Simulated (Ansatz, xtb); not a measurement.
**Two structures of C3H2N−**

Structure X: `[H]/[C-]=C\C#N`, a singlet. Structure Y: a singlet given by its coordinates. Both are isolated ions in the gas phase, relaxed with PBE0-D3(BJ)/def2-SVPD.

X (Å):

```xyz
6

C     1.8047   -0.6615   -0.9565
C     1.2940   -1.5007   -0.0043
C    -0.0499   -1.4670    0.4900
N    -1.1493   -1.4284    0.8846
H     0.9852    0.0339   -1.2603
H     1.9064   -2.2906    0.4652
```

Y (Å):

```xyz
6

C     1.4381   -0.7817   -0.6678
C     0.1842   -1.2593   -0.5383
C    -0.2256   -1.8078    0.6864
N    -0.6933   -2.2907    1.6531
H     1.7909   -0.3450   -1.6153
H     2.2039   -0.7827    0.1349
```

Close contacts (Å): C1–C2 1.35, C2–C3 1.40, C3–N4 1.18, C1–H5 1.10, C1–H6 1.11.

Energies in hartree; the thermal terms are from PBE0-D3(BJ)/def2-SVPD harmonic frequencies (ideal gas, rigid rotor, one conformer each, 298.15 K, 1 atm) and include the zero-point energy:

|  | X | Y |
| --- | --- | --- |
| E, CCSD(T)/def2-SVPD | −169.627664 | −169.641864 |
| E, MP2/def2-SVPD | −169.577849 | −169.594821 |
| E, MP2/def2-TZVPPD | −169.864750 | −169.881955 |
| zero-point energy | 0.036771 | 0.037039 |
| H(298 K) − E | 0.041725 | 0.042025 |
| G(298 K) − E | 0.011051 | 0.011380 |

Question: Correct the CCSD(T) difference for the basis set by the MP2 change, then work out ΔE, ΔE₀, ΔH and ΔG for X → Y in kJ/mol (1 Eh = 2625.50 kJ/mol) and the equilibrium ratio [Y]/[X].

Answer: 1. Differences Y − X: CCSD(T) −0.014200, MP2 in the small set −0.016972, MP2 in the large set −0.017205 Eh.
2. ΔE = −0.014200 + (−0.017205 − (−0.016972)) = −0.014433 Eh = −37.89 kJ/mol.
3. ΔE₀ = ΔE + ΔZPE = −0.014433 + (+0.000268) Eh = −37.19 kJ/mol.
4. ΔH = ΔE + (+0.000300) Eh = −37.11 kJ/mol.
5. ΔG = ΔE + (+0.000329) Eh = −37.03 kJ/mol, so ΔS = (ΔH − ΔG)/T = −0.3 J/(mol K).
6. kT = 0.9442 mEh, so K = [Y]/[X] = exp(−ΔG/kT) = exp(+14.94) ≈ 3.1 × 10^6.

Structure Y is favoured at this temperature. An error of 4 kJ/mol in ΔG would change K by a factor of 5. Mirror images and further conformers aren't counted.

Other levels gave ΔE = −51.8 (GFN2-xTB); −17.7 (HF/STO-3G, GFN2-xTB geometries); −39.9 (r2SCAN-D4/def2-SVPD, GFN2-xTB geometries); −43.0 (PBE0-D3(BJ)/def2-SVPD); −24.7 (HF/def2-SVPD); −44.6 (MP2/def2-SVPD); −37.3 (CCSD(T)/def2-SVPD) kJ/mol. The correlated steps freeze 4 core orbitals. Programs: Ansatz 0.2.0, xtb 6.7.1.
